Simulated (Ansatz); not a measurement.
# H3OSi: the cost of one run

All numbers below are computed with Ansatz 0.2.0 (UKS B3LYP-D4/def2-SVP).

## 1. Starting point

Bond lengths: O1–Si2 1.639 Å, O1–H3 0.952 Å, Si2–H4 1.458 Å, Si2–H5 1.448 Å. Angles: O1–Si2–H4 110.9°, O1–Si2–H5 101.7°, H4–Si2–H5 117.6°, Si2–O1–H3 122.7°.

As a file:

```xyz
5

O     0.5573   -0.4338    0.7985
Si    0.0019    0.3419   -0.5339
H     0.7257   -1.3707    0.8148
H    -1.2448   -0.2536   -1.0008
H    -0.0401    1.7160   -0.0786
```

## 2. End point A

input.yaml

```yaml
crystal:
  periodic: [false, false, false]
  atoms:
    - { symbol: O, position_ang: [0.55731, -0.43376, 0.79846] }
    - { symbol: Si, position_ang: [0.00193, 0.34195, -0.53394] }
    - { symbol: H, position_ang: [0.72569, -1.37066, 0.8148] }
    - { symbol: H, position_ang: [-1.24482, -0.25358, -1.00076] }
    - { symbol: H, position_ang: [-0.04011, 1.71604, -0.07856] }
magnetization:
  spin_polarized: true
  initial_magnetization: 1
basis:
  gaussian: { orbitals: def2-SVP }
hamiltonian:
  xc: b3lyp
  dispersion: d4
relax:
  f_tol: 0.015
  max_steps: 40
output:
  orbitals: {}
```

The run is started by

```
$ ansatz run input.yaml --threads 1 --pin off --max-ram 2048MiB --backend cpu --events-out ev --progress --plain --runs-dir out
```

What time and memory should one allow on 1 thread of AMD EPYC 7R43 (Zen 3), shared host?

About 17 s, with a peak of 0.13 GiB.
